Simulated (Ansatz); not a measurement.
Relaxation of BClH₃ (5 atoms, charge 0, multiplicity 2), to a largest force component of 0.03 eV/Å in at most 50 steps.

The calculation used UKS B3LYP-D4/6-31G* in Ansatz 0.2.0.

```xyz
5
Properties=species:S:1:pos:R:3:forces:R:3
B 0.015 0.000 -0.086 0.05 0.00 -0.10
H 0.057 0.000 1.106 0.01 0.00 -0.04
Cl 1.531 0.000 -0.965 -0.05 0.00 0.03
H -0.999 0.000 -0.708 0.00 0.00 -0.02
H -0.023 0.000 2.968 0.00 0.00 0.13
```

Question: Where does it end, and by what steps?

Answer: The run converged. The force dipped under the threshold on the way, but the program's further checks kept it going. After 6 steps the energy has fallen by 0.030 eV; H5 moved furthest, 0.51 Å.

| step | energy less start (eV) | largest force component (eV/Å) | accepted |
| --- | --- | --- | --- |
| 0 | 0.0000 | 0.126 | yes |
| 1 | -0.0059 | 0.108 | yes |
| 2 | -0.0234 | 0.068 | yes |
| 3 | -0.0259 | 0.071 | yes |
| 4 | -0.0287 | 0.063 | yes |
| 5 | -0.0294 | 0.009 | yes |
| 6 | -0.0296 | 0.009 | yes |

```xyz
5
Properties=species:S:1:pos:R:3
B 0.003 0.000 -0.217
H 0.007 0.000 0.973
Cl 1.545 0.000 -1.046
H -0.987 0.000 -0.875
H 0.012 0.000 3.480
```

Whether the end is a true minimum wasn't checked by a vibrational analysis.

The run took 5.4 s on 1 thread of Intel(R) Xeon(R) 6975P-C (Granite Rapids), with other jobs on the host, peak memory 0.13 GiB.
